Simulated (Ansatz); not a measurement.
# One shape, several levels: doublet C4H11P+

We compute a comparison of 6 runs (UBLYP/6-31G*, UHSE06/6-31G*, UPBE-QIDH/6-31G*, RPA@PBE0/6-31G*, UMP2/6-31G*, UCCSD/6-31G*) of doublet C4H11P+. 

The calculation is run with Ansatz 0.2.0.

54 further runs of the same task are left out: 54 set aside as unsound or not needed.

## (1) The molecule

C4H11P+: 16 atoms, total charge +1, spin state doublet. SMILES of the parent species: `CC(C)(C)P`. The shape is that of a PBE0-D4/def2-TZVP optimisation. This is one conformer, not always the lowest. That shape belongs to the parent species and isn't relaxed for this state.

Bond lengths: C1–C2 1.523 Å, C2–C3 1.527 Å, C2–C4 1.527 Å, C2–P5 1.872 Å, C1–H6 1.092 Å, C1–H7 1.096 Å, C1–H8 1.092 Å, C3–H9 1.093 Å, C3–H10 1.093 Å, C3–H11 1.095 Å, C4–H12 1.093 Å, C4–H13 1.093 Å, C4–H14 1.095 Å, P5–H15 1.422 Å, P5–H16 1.422 Å. Some angles: C1–C2–C3 110.1°, C1–C2–C4 110.0°, C1–C2–P5 112.6°, C3–C2–C4 109.8°, C3–C2–P5 107.1°, C4–C2–P5 107.1°, C2–C1–H6 111.4°, C2–C1–H7 110.3°, C2–C1–H8 111.4°, C2–C3–H9 111.6°.

## (2) The energy at UBLYP/6-31G(d) (spherical functions) (run 1)

The input, input.yaml:

```yaml
crystal:
  periodic: [false, false, false]
  atoms:
    - {symbol: C, position_ang: [-0.741780, 0.582300, -1.051100]}
    - {symbol: C, position_ang: [0.035910, -0.030370, 0.105610]}
    - {symbol: C, position_ang: [1.479480, 0.466250, 0.087120]}
    - {symbol: C, position_ang: [0.012170, -1.553500, 0.003740]}
    - {symbol: P, position_ang: [-0.680560, 0.421300, 1.774860]}
    - {symbol: H, position_ang: [-0.742250, 1.673450, -0.997130]}
    - {symbol: H, position_ang: [-0.290390, 0.293200, -2.007510]}
    - {symbol: H, position_ang: [-1.780850, 0.244920, -1.055490]}
    - {symbol: H, position_ang: [2.060940, 0.041070, 0.909040]}
    - {symbol: H, position_ang: [1.529020, 1.555730, 0.165270]}
    - {symbol: H, position_ang: [1.962690, 0.177600, -0.852030]}
    - {symbol: H, position_ang: [-1.010560, -1.939840, 0.019660]}
    - {symbol: H, position_ang: [0.562950, -2.019500, 0.824670]}
    - {symbol: H, position_ang: [0.474130, -1.873090, -0.936090]}
    - {symbol: H, position_ang: [-0.829160, 1.815640, 1.538880]}
    - {symbol: H, position_ang: [-2.041750, 0.144830, 1.470480]}
basis:
  gaussian: {orbitals: 6-31G_st_-spherical.json}
total_charge: 1
magnetization: {spin_polarized: true, initial_magnetization: 1}
hamiltonian: {xc: {name: BLYP}}
accuracy: high
output: {orbitals: {seedname: orbitals}}
```

The basis set 6-31G* is read from a file made from the Basis Set Exchange's data (not shown).

On the command line:

```bash
$ ansatz run input.yaml --threads 1 --pin off --max-ram 3480MiB --events-out events.jsonl --progress --plain --runs-dir runs
```

Standard output:

```text
Warning: RAYON_NUM_THREADS=1 ignored (pool sized by the plan → 1); use --threads N
Functional definition: BLYP
  name "BLYP"
  parameter beta = 0.0042
  parameter a = 0.04918
  parameter b = 0.132
  parameter c = 0.2533
  parameter d = 0.349
  exchange = b88_x(beta = beta)
  correlation = lyp_c(a = a, b = b, c = c, d = d)
2472 factors; integrals over basis functions are off by at most 4.0e-9 eV
mean field evaluation 1: about -13578.6731 eV, gradient 6.9e1 eV
mean field evaluation 2: about -13387.3514 eV, gradient 1.7e2 eV
mean field evaluation 4: about -13602.3120 eV, gradient 1.5e1 eV
mean field evaluation 8: about -13603.4690 eV, gradient 2.4e-1 eV
mean field evaluation 16: about -13603.4537 eV, gradient 3.7e-4 eV
mean field evaluation 32: about -13598.8918 eV, gradient 1.5e1 eV
mean field -13603.45373457 eV, -499.9177039935 hartree, gradient 5.8e-8 eV, S^2 0.751799; 3 other end points of the search recorded, 0 dependent functions left out
reference -13603.45378799 eV, -499.9177059565 hartree; 25, 24 occupied and 71, 72 virtual orbitals, 2472 factors
Total energy: -13603.45378799 eV, -499.9177059565 hartree
```

Run time: 24 s. Hardware: 1 thread of Arm Neoverse V1, shared host; peak memory 0.41 GiB.

## (3) A single-point energy at UHSE06/6-31G(d) (spherical functions) (run 2)

input.yaml, as its differences from that of step 2:

```diff
@@ -1 +1,4 @@
+basis:
+  gaussian:
+    orbitals: 6-31G_st_-spherical.json
 crystal:
@@ -19,8 +22,9 @@
     - {symbol: H, position_ang: [-2.041750, 0.144830, 1.470480]}
-basis:
-  gaussian: {orbitals: 6-31G_st_-spherical.json}
+accuracy: high
+magnetization:
+  spin_polarized: true
+  initial_magnetization: 1
+output: {orbitals: {seedname: orbitals}}
+hamiltonian:
+  xc: {name: HSE06}
 total_charge: 1
-magnetization: {spin_polarized: true, initial_magnetization: 1}
-hamiltonian: {xc: {name: BLYP}}
-accuracy: high
-output: {orbitals: {seedname: orbitals}}
```

The basis set 6-31G* is read from a file made from the Basis Set Exchange's data (not shown).

On the command line:

```bash
$ ansatz run input.yaml --threads 1 --pin off --max-ram 3480MiB --events-out events.jsonl --progress --plain --runs-dir runs
```

Standard output:

```text
Warning: RAYON_NUM_THREADS=1 ignored (pool sized by the plan → 1); use --threads N
Functional definition: HSE06
  name "HSE06"
  parameter a = 0.25
  parameter omega = 0.11/bohr
  exchange = pbe_x - a*pbe_x_sr(omega) + a*exact_x_sr(omega)
  correlation = pbe_c
2472 factors; integrals over basis functions are off by at most 4.0e-9 eV
126 factors; integrals over basis functions are off by at most 5.1e-10 eV
mean field evaluation 1: about -13580.4468 eV, gradient 5.6e1 eV
mean field evaluation 2: about -13519.3147 eV, gradient 1.1e2 eV
mean field evaluation 4: about -13596.4653 eV, gradient 8.8e0 eV
mean field evaluation 8: about -13597.2647 eV, gradient 1.1e0 eV
mean field evaluation 16: about -13597.2754 eV, gradient 1.7e-3 eV
mean field -13597.27543330 eV, -499.6906556095 hartree, gradient 3.8e-8 eV, S^2 0.753338; 0 other end points of the search recorded, 0 dependent functions left out
reference -13597.27543627 eV, -499.6906557185 hartree; 25, 24 occupied and 71, 72 virtual orbitals, 2472 factors
Total energy: -13597.27543627 eV, -499.6906557185 hartree
```

It took 30 s on 1 thread of Arm Neoverse V1, shared host; peak memory 0.59 GiB.

Runs 3 to 5 aren't shown in full; the table further down has their settings and results.

## (4) The energy at UCCSD/6-31G(d) (spherical functions) (run 6)

input.yaml, as its differences from that of step 3:

```diff
@@ -1,4 +1 @@
-basis:
-  gaussian:
-    orbitals: 6-31G_st_-spherical.json
 crystal:
@@ -22,9 +19,8 @@
     - {symbol: H, position_ang: [-2.041750, 0.144830, 1.470480]}
+basis:
+  gaussian: {orbitals: 6-31G_st_-spherical.json}
+scf: {omitted_lower_state_checks: [cluster_reference, increment]}
+magnetization: {spin_polarized: true, initial_magnetization: 1}
 accuracy: high
-magnetization:
-  spin_polarized: true
-  initial_magnetization: 1
-output: {orbitals: {seedname: orbitals}}
-hamiltonian:
-  xc: {name: HSE06}
 total_charge: 1
+correlation: {method: ccsd, frozen_orbitals: {C: 1, H: 0, P: 5}}
```

The basis set 6-31G* is read from a file made from the Basis Set Exchange's data (not shown).

On the command line:

```bash
$ ansatz run input.yaml --threads 1 --pin off --max-ram 3480MiB --events-out events.jsonl --progress --plain --runs-dir runs
```

Standard output:

```text
Warning: RAYON_NUM_THREADS=1 ignored (pool sized by the plan → 1); use --threads N
Functional definition: HF
  name "HF"
  exchange = exact_x
  correlation = 0
these checks for a lower state are left out or cut short: cluster_reference, increment
2472 factors; integrals over basis functions are off by at most 4.0e-9 eV
mean field evaluation 1: about -13553.0231 eV, gradient 3.1e1 eV
mean field evaluation 2: about -13553.1537 eV, gradient 3.1e1 eV
mean field evaluation 4: about -13558.7036 eV, gradient 3.3e0 eV
mean field evaluation 8: about -13558.8161 eV, gradient 1.7e-1 eV
mean field evaluation 16: about -13558.8175 eV, gradient 2.0e-8 eV
mean field -13558.81748684 eV, -498.2773521448 hartree, gradient 2.0e-8 eV, S^2 0.756691; 1 other end points of the search recorded, 0 dependent functions left out
9 core orbitals not correlated: weight in the atoms' cores, before any rotation towards them, 1.000 or more for the frozen orbitals, at most 0.000 for the correlated occupied ones
reference -13558.81748684 eV, -498.2773521448 hartree; 16, 15 occupied and 71, 72 virtual orbitals, 2472 factors
second order -16.66743412 eV of doubles, -0.00000000 eV of singles
cycle   1  -17.87202283 eV  change    -1.2e0 eV  update   9.9e-2
cycle   2  -18.47098797 eV  change   -6.0e-1 eV  update   3.2e-2
cycle   3  -18.56966227 eV  change   -9.9e-2 eV  update   1.5e-2
cycle   4  -18.57181398 eV  change   -2.2e-3 eV  update   6.0e-3
cycle   5  -18.57170944 eV  change    1.0e-4 eV  update   4.0e-3
cycle   6  -18.57133602 eV  change    3.7e-4 eV  update   2.3e-3
cycle   7  -18.57182247 eV  change   -4.9e-4 eV  update   1.2e-3
cycle   8  -18.57226601 eV  change   -4.4e-4 eV  update   7.0e-4
cycle   9  -18.57222348 eV  change    4.3e-5 eV  update   3.9e-4
cycle  10  -18.57224180 eV  change   -1.8e-5 eV  update   2.1e-4
cycle  11  -18.57231724 eV  change   -7.5e-5 eV  update   1.3e-4
cycle  12  -18.57229084 eV  change    2.6e-5 eV  update   7.6e-5
cycle  13  -18.57229679 eV  change   -5.9e-6 eV  update   3.5e-5
cycle  14  -18.57227685 eV  change    2.0e-5 eV  update   1.5e-5
cycle  15  -18.57226735 eV  change    9.5e-6 eV  update   7.5e-6
cycle  16  -18.57226755 eV  change   -2.0e-7 eV  update   3.0e-6
cycle  17  -18.57226765 eV  change   -1.0e-7 eV  update   1.2e-6
cycle  18  -18.57226770 eV  change   -4.9e-8 eV  update   5.0e-7
cycle  19  -18.57226779 eV  change   -9.1e-8 eV  update   2.2e-7
cycle  20  -18.57226781 eV  change   -1.9e-8 eV  update   1.0e-7
cycle  21  -18.57226783 eV  change   -2.2e-8 eV  update   5.3e-8
cycle  22  -18.57226784 eV  change   -1.3e-8 eV  update   3.3e-8
cycle  23  -18.57226782 eV  change    2.2e-8 eV  update   9.9e-8
cycle  24  -18.57226784 eV  change   -2.1e-8 eV  update   2.4e-8
cycle  25  -18.57226785 eV  change   -5.3e-9 eV  update   7.8e-9
cycle  26  -18.57226785 eV  change   -2.8e-9 eV  update   4.0e-9
cycle  27  -18.57226785 eV  change  -2.2e-11 eV  update   2.5e-9
Total energy: -13577.38975469 eV, -498.9598703996 hartree
Checks for a lower state left out: cluster_reference, increment
```

It took 1.9 min on 1 thread of Arm Neoverse V1, shared host; peak memory 1.4 GiB.

## (5) Overview of the runs

```csv
run,level,frozen core orbitals,energy (Eh),⟨S²⟩,wall time
1,UBLYP/6-31G* (spherical functions),–,-499.917706,0.752,24 s
2,UHSE06/6-31G* (spherical functions),–,-499.690656,0.753,30 s
3,UPBE-QIDH/6-31G* (spherical functions),9,-499.517767,0.755,34 s
4,RPA@PBE0/6-31G* (spherical functions),9,-499.202828,0.753,45 s
5,UMP2/6-31G* (spherical functions),9,-498.889869,0.757,7.2 s
6,UCCSD/6-31G* (spherical functions),9,-498.959870,0.757,1.9 min
```

## (6) Summary of results

| quantity | value |
| --- | --- |
| run 6: total energy | -498.95987 Eh |
| run 6: correlation energy (9 core orbitals frozen) | -682.5 mEh |
| run 6: ⟨S²⟩ of the reference determinant | 0.757 |
| run 6: T1 diagnostic | 0.013 |

What this shows: Totals of different functionals can't be ranked against each other. All runs together took 4.2 min, the longest 1.9 min.
